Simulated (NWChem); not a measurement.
**A workflow on the pair C2H2FN···C2H6**

We compute a single-point energy (singlet C4H8FN, r2SCAN/6-31G*), then a single-point energy (singlet C2H2FN, r2SCAN/6-31G*), then the energy (singlet C2H6, r2SCAN/6-31G*), then the energy (singlet C2H2FN, r2SCAN/6-31G*), then a single-point energy (singlet C2H6, r2SCAN/6-31G*) of C4H8FN and its partners. 

The results are computed with NWChem 7.3.0.

## Step 1: Starting point

C4H8FN has 14 atoms, charge 0, and is taken as a singlet. The two molecules were placed rigidly side by side, at 0.85 times their contact distance; the pair isn't optimised.

Bond lengths: N1–C2 1.148 Å, C2–C3 1.461 Å, C3–F4 1.369 Å, C7–C8 1.519 Å, C3–H5 1.094 Å, C3–H6 1.094 Å, C7–H9 1.093 Å, C7–H10 1.093 Å, C7–H11 1.093 Å, C8–H12 1.093 Å, C8–H13 1.093 Å, C8–H14 1.093 Å. Some angles: N1–C2–C3 178.6°, C2–C3–F4 110.8°, C2–C3–H5 109.3°, C2–C3–H6 109.3°, F4–C3–H5 109.1°, F4–C3–H6 109.1°, C7–C8–H12 111.4°, C7–C8–H13 111.4°, C7–C8–H14 111.4°, C8–C7–H9 111.4°.

## Step 2: The energy at r2SCAN/6-31G(d) (spherical functions) (run 1)

Input file calc.nw:

```
start calc
memory stack 880 mb heap 220 mb global 1100 mb

geometry units angstrom noautosym nocenter noautoz
  N    -1.536920   -1.427220    0.385800
  C    -0.712320   -0.654720    0.181600
  C     0.319580    0.351280   -0.057400
  F     1.292680   -0.139320   -0.885500
  H     0.771680    0.638380    0.896100
  H    -0.134720    1.231580   -0.520600
  C     3.950290    0.590770   -0.503770
  C     4.388400    1.011910    0.887930
  H     3.151580    1.233440   -0.881940
  H     4.777810    0.642910   -1.215370
  H     3.576130   -0.435810   -0.510470
  H     5.187050    0.369260    1.266160
  H     3.560820    0.959870    1.599440
  H     4.762700    2.038390    0.894650
end

basis "ao basis" spherical bse
  N library 6-31G*
  C library 6-31G*
  F library 6-31G*
  H library 6-31G*
end

dft
  xc r2scan
  grid fine
  convergence energy 1e-08
  iterations 100
  mulliken
  print low
end

task dft energy
```

Started as:

```bash
$ nwchem calc.nw > calc.out
```

The log of the run:

```text
[...]
 d= 0,ls=0.0,diis     1   -311.4577313843 -5.22D+02  2.04D-02  1.17D+00     5.6
[...]
 d= 0,ls=0.0,diis    11   -311.6009808977 -2.42D-09  3.32D-07  2.76D-09    42.7
         Total DFT energy =     -311.600980897685
      One electron energy =     -840.829086622640
           Coulomb energy =      360.471139625338
    Exchange-Corr. energy =      -41.847177819799
 Nuclear repulsion energy =      210.604143919417
[...]
      Total Density - Mulliken Population Analysis
     ---------------------------------------------
    Atom       Charge   Shell Charges
 -----------   ------   -------------------------------------------------------
    1 N    7     7.32   2.00  0.85  2.24  0.95  1.24  0.04
    2 C    6     5.79   2.00  0.71  2.00  0.36  0.70  0.04
    3 C    6     6.00   2.00  0.69  2.02  0.51  0.71  0.07
    4 F    9     9.30   2.00  0.94  3.29  1.04  2.01  0.02
    5 H    1     0.79   0.53  0.26
    6 H    1     0.79   0.53  0.26
    7 C    6     6.52   2.00  0.67  2.10  0.66  1.05  0.03
    8 C    6     6.52   2.00  0.67  2.10  0.66  1.06  0.03
    9 H    1     0.84   0.52  0.31
   10 H    1     0.83   0.52  0.31
[...]
```

Wall time 44 s (1 thread of Intel Xeon Platinum 8488C (Sapphire Rapids), shared host); peak memory 0.12 GiB.

## Step 3: C2H2FN: the energy at r2SCAN/6-31G(d) (spherical functions) (run 2)

Input file test.nw:

```
start test
memory total 2200 mb

geometry units bohr noautosym nocenter noautoz
  N   -2.90435788  -2.69705492   0.72905634
  C   -1.34608971  -1.23724149   0.34317426
  C    0.60391867   0.66382299  -0.10847028
  F    2.44281117  -0.26327664  -1.67335248
  H    1.45826386   1.20636336   1.69338358
  H   -0.25458390   2.32734890  -0.98379142
end

basis spherical bse
  * library 6-31G*
end

dft
  xc r2scan
  grid fine
  convergence energy 1e-08
  maxiter 100
  mulliken
  print low
end

task dft energy
```

Started as:

```bash
$ nwchem test.nw > test.out
```

The log of the run:

```text
[...]
 d= 0,ls=0.0,diis     1   -231.7100462341 -3.32D+02  3.36D-02  1.05D+00     1.2
[...]
 d= 0,ls=0.0,diis    10   -231.8397813460 -6.14D-09  1.12D-06  1.29D-08     8.3
         Total DFT energy =     -231.839781346030
      One electron energy =     -515.347331127016
           Coulomb energy =      212.093253320369
    Exchange-Corr. energy =      -28.803661688058
 Nuclear repulsion energy =      100.217958148675
[...]
      Total Density - Mulliken Population Analysis
     ---------------------------------------------
    Atom       Charge   Shell Charges
 -----------   ------   -------------------------------------------------------
    1 N    7     7.32   2.00  0.85  2.24  0.95  1.24  0.04
    2 C    6     5.79   2.00  0.71  2.00  0.36  0.69  0.04
    3 C    6     5.99   2.00  0.69  2.02  0.51  0.70  0.07
    4 F    9     9.31   2.00  0.94  3.29  1.04  2.03  0.02
    5 H    1     0.79   0.53  0.26
    6 H    1     0.79   0.53  0.26
[...]
```

Run time: 9 s. Hardware: 1 thread of Intel Xeon Platinum 8488C (Sapphire Rapids), shared host; peak memory 0.11 GiB.

## Step 4: C2H6: the energy at r2SCAN/6-31G(d) (spherical functions) (run 3)

Input file struct.nw:

```
start struct
title "C2H6"
memory 2200 mb

geometry units au noautosym nocenter noautoz
  C   7.46496621  1.11639350 -0.95198733
  C   8.29287413  1.91223276  1.67794452
  H   5.95562306  2.33086379 -1.66662506
  H   9.02875238  1.21492382 -2.29671644
  H   6.75790629 -0.82356154 -0.96464849
  H   9.80210389  0.69780027  2.39269563
  H   6.72897458  1.81389142  3.02250355
  H   9.00019861  3.85199884  1.69064348
end

basis spherical bse
  C library 6-31G*
  H library 6-31G*
end

dft
  xc r2scan
  grid fine
  convergence energy 1e-08
  iterations 100
  mulliken
  print low
end

task dft energy
```

Started as:

```bash
$ nwchem struct.nw > struct.out
```

The log of the run:

```text
[...]
 d= 0,ls=0.0,diis     1    -79.7487803300 -1.22D+02  6.42D-03  1.23D-01     0.8
[...]
 d= 0,ls=0.0,diis     7    -79.7621538977 -2.33D-11  3.67D-08  2.83D-12     4.6
         Total DFT energy =      -79.762153897700
      One electron energy =     -189.470938271032
           Coulomb energy =       80.420302391542
    Exchange-Corr. energy =      -13.040019840021
 Nuclear repulsion energy =       42.328501821811
[...]
      Total Density - Mulliken Population Analysis
     ---------------------------------------------
    Atom       Charge   Shell Charges
 -----------   ------   -------------------------------------------------------
    1 C    6     6.52   2.00  0.67  2.10  0.66  1.06  0.03
    2 C    6     6.52   2.00  0.67  2.10  0.66  1.06  0.03
    3 H    1     0.83   0.52  0.30
    4 H    1     0.83   0.52  0.30
    5 H    1     0.83   0.52  0.30
    6 H    1     0.83   0.52  0.30
    7 H    1     0.83   0.52  0.30
    8 H    1     0.83   0.52  0.30
[...]
```

Run time: 5.4 s. Hardware: 1 thread of Intel Xeon Platinum 8488C (Sapphire Rapids), shared host; peak memory 0.11 GiB.

## Step 5: C2H2FN among ghost functions: a single-point energy at r2SCAN/6-31G(d) (spherical functions, with ghost functions) (run 4)

Input file test.nw:

```
echo
start test
title "C2H2FN"
memory 2200 mb

geometry noautosym nocenter noautoz
  N     -1.536920    -1.427220     0.385800
  C     -0.712320    -0.654720     0.181600
  C      0.319580     0.351280    -0.057400
  F      1.292680    -0.139320    -0.885500
  H      0.771680     0.638380     0.896100
  H     -0.134720     1.231580    -0.520600
  bqC      3.950290     0.590770    -0.503770
  bqC      4.388400     1.011910     0.887930
  bqH      3.151580     1.233440    -0.881940
  bqH      4.777810     0.642910    -1.215370
  bqH      3.576130    -0.435810    -0.510470
  bqH      5.187050     0.369260     1.266160
  bqH      3.560820     0.959870     1.599440
  bqH      4.762700     2.038390     0.894650
end

basis spherical bse
  N library 6-31G*
  C library 6-31G*
  F library 6-31G*
  H library 6-31G*
  bqC library C 6-31G*
  bqH library H 6-31G*
end

dft
  xc r2scan
  mult 1
  grid fine
  convergence energy 1e-08
  iterations 100
  mulliken
  print low
end

task dft energy
```

Started as:

```bash
$ nwchem test.nw > test.out
```

The log of the run:

```text
[...]
 d= 0,ls=0.0,diis     1   -231.7125402513 -3.32D+02  2.01D-02  1.05D+00     3.5
[...]
 d= 0,ls=0.0,diis    10   -231.8425357556 -7.43D-09  7.16D-07  1.50D-08    32.1
         Total DFT energy =     -231.842535755559
      One electron energy =     -515.280424570713
           Coulomb energy =      212.015625922751
    Exchange-Corr. energy =      -28.795702495968
 Nuclear repulsion energy =      100.217965388371
[...]
      Total Density - Mulliken Population Analysis
     ---------------------------------------------
    Atom       Charge   Shell Charges
 -----------   ------   -------------------------------------------------------
    1 N    7     7.32   2.00  0.85  2.24  0.95  1.24  0.04
    2 C    6     5.79   2.00  0.71  2.00  0.36  0.69  0.04
    3 C    6     5.99   2.00  0.69  2.02  0.51  0.70  0.07
    4 F    9     9.30   2.00  0.94  3.29  1.04  2.01  0.02
    5 H    1     0.79   0.53  0.26
    6 H    1     0.79   0.53  0.26
    7 X    0     0.00  -0.00 -0.00 -0.00 -0.00  0.00  0.00
    8 X    0    -0.00  -0.00  0.00 -0.00 -0.00 -0.00 -0.00
    9 X    0     0.01  -0.00  0.01
   10 X    0     0.00   0.00  0.00
[...]
```

Run time: 33 s. Hardware: 1 thread of Intel Xeon Platinum 8488C (Sapphire Rapids), shared host; peak memory 0.12 GiB.

## Step 6: C2H6 among ghost functions: the energy at r2SCAN/6-31G(d) (spherical functions, with ghost functions) (run 5)

Input file work.nw:

```
start work
title "C2H6"
memory 2200 mb

geometry noautosym nocenter noautoz
  C     3.950290    0.590770   -0.503770
  C     4.388400    1.011910    0.887930
  H     3.151580    1.233440   -0.881940
  H     4.777810    0.642910   -1.215370
  H     3.576130   -0.435810   -0.510470
  H     5.187050    0.369260    1.266160
  H     3.560820    0.959870    1.599440
  H     4.762700    2.038390    0.894650
  bqN     -1.536920    -1.427220     0.385800
  bqC     -0.712320    -0.654720     0.181600
  bqC      0.319580     0.351280    -0.057400
  bqF      1.292680    -0.139320    -0.885500
  bqH      0.771680     0.638380     0.896100
  bqH     -0.134720     1.231580    -0.520600
end

basis spherical bse
  C library 6-31G*
  H library 6-31G*
  bqN library N 6-31G*
  bqC library C 6-31G*
  bqF library F 6-31G*
  bqH library H 6-31G*
end

dft
  xc r2scan
  mult 1
  grid fine
  convergence energy 1e-08
  maxiter 100
  mulliken
  print low
end

task dft energy
```

Started as:

```bash
$ nwchem work.nw > work.out
```

The log of the run:

```text
[...]
 d= 0,ls=0.0,diis     1    -79.7489901442 -1.22D+02  2.57D-03  1.23D-01     3.2
[...]
 d= 0,ls=0.0,diis     7    -79.7623337738 -1.52D-11  1.11D-07  3.76D-10    18.4
         Total DFT energy =      -79.762333773819
      One electron energy =     -189.467234526069
           Coulomb energy =       80.415736313819
    Exchange-Corr. energy =      -13.039340438143
 Nuclear repulsion energy =       42.328504876575
[...]
      Total Density - Mulliken Population Analysis
     ---------------------------------------------
    Atom       Charge   Shell Charges
 -----------   ------   -------------------------------------------------------
    1 C    6     6.52   2.00  0.67  2.10  0.66  1.06  0.03
    2 C    6     6.52   2.00  0.67  2.10  0.66  1.06  0.03
    3 H    1     0.82   0.52  0.30
    4 H    1     0.83   0.52  0.30
    5 H    1     0.83   0.52  0.30
    6 H    1     0.83   0.52  0.30
    7 H    1     0.82   0.52  0.30
    8 H    1     0.83   0.52  0.30
    9 X    0     0.00  -0.00 -0.00 -0.00  0.00  0.00 -0.00
   10 X    0     0.00  -0.00 -0.00 -0.00  0.00  0.00 -0.00
[...]
```

It took 19 s on 1 thread of Intel Xeon Platinum 8488C (Sapphire Rapids), shared host; peak memory 0.12 GiB.

## Step 7: Outcome

| quantity | value |
| --- | --- |
| run 1, r2SCAN/6-31G*: total energy | -311.60098 Eh |
| C2H2FN: total energy | -231.83978 Eh |
| C2H6: total energy | -79.76215 Eh |
| C2H2FN among ghost functions: total energy | -231.84254 Eh |
| C2H6 among ghost functions: total energy | -79.76233 Eh |
| interaction energy of the rigid parts C2H2FN and C2H6 (parts in their own basis; closest atoms 2.31 Å apart) | 0.026 eV |
| interaction energy of the rigid parts C2H2FN and C2H6 (parts in the whole basis, counterpoise; closest atoms 2.31 Å apart) | 0.106 eV |

In words: The interaction energy of the rigid parts C2H2FN and C2H6 (parts in their own basis; closest atoms 2.31 Å apart) is 0.03 eV (2.5 kJ/mol): the parts repel at this shape. Without counterpoise this holds the superposition error of the basis. The interaction energy of the rigid parts C2H2FN and C2H6 (parts in the whole basis, counterpoise; closest atoms 2.31 Å apart) is 0.11 eV (10.2 kJ/mol): the parts repel at this shape. The basis-set superposition error is 7.7 kJ/mol. Mulliken charges (C2H2FN) run from -0.32 on N1 to +0.21 on C2; they depend strongly on the basis.
